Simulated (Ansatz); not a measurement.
# SiNH₂ (quartet): from Hartree-Fock to the top rungs, def2-TZVPP

One table from this session's results is given with a row withheld; the runs are named, their logs left out.

Computed with Ansatz 0.2.0, Gaussian basis. Level: def2-TZVPP, core rule «outside noble gas», up to 6 orbitals frozen.

Plan: UHF; ROHF; CCSD(T) on UHF.

2 further runs of the same task are left out: 2 set aside as unsound or not needed.

## The geometry

The geometry is a PBE0/def2-TZVP stationary point (not a proven minimum) of the parent state, kept for this charge and spin.

4 atoms, charge 0, spin multiplicity 4.

Atoms are counted from 1 here; the program's logs count them from 0.

Bond lengths: Si1–N2 1.705 Å, N2–H3 1.010 Å, N2–H4 1.010 Å. Angles: Si1–N2–H3 124.3°, Si1–N2–H4 124.3°, H3–N2–H4 111.4°.

The first run:

The input, in.yaml:

```yaml
crystal:
  periodic: [false, false, false]
  atoms:
    - {symbol: Si, position_ang: [0.000000, 0.000000, 0.645532]}
    - {symbol: N, position_ang: [0.000000, 0.000000, -1.059936]}
    - {symbol: H, position_ang: [0.000000, 0.834992, -1.628999]}
    - {symbol: H, position_ang: [0.000000, -0.834993, -1.628999]}
basis:
  gaussian: {orbitals: def2-TZVPP}
magnetization: {spin_polarized: true, initial_magnetization: 3}
hamiltonian: {xc: hf}
output: {orbitals: {seedname: orbitals}}
```

On the command line:

```
$ ansatz run in.yaml --threads 1 --pin off --events-out ev --progress --plain --max-ram 4096MiB --backend cpu
```

Steps of the session up to this table: UHF; ROHF; CCSD(T) on UHF.

One of the session's tables, all rows but one given; the rest of the session is left out.

```
  method  from UCCSD(T) (meV)
    ROHF                    ?
     UHF              +7990.2
    UMP2               +765.3
   UCCSD               +296.2
UCCSD(T)                    0
```

Estimate the missing values for ROHF.

The run gave: from UCCSD(T) (meV): +8029.3. In the column «from UCCSD(T) (meV)» it is the highest.
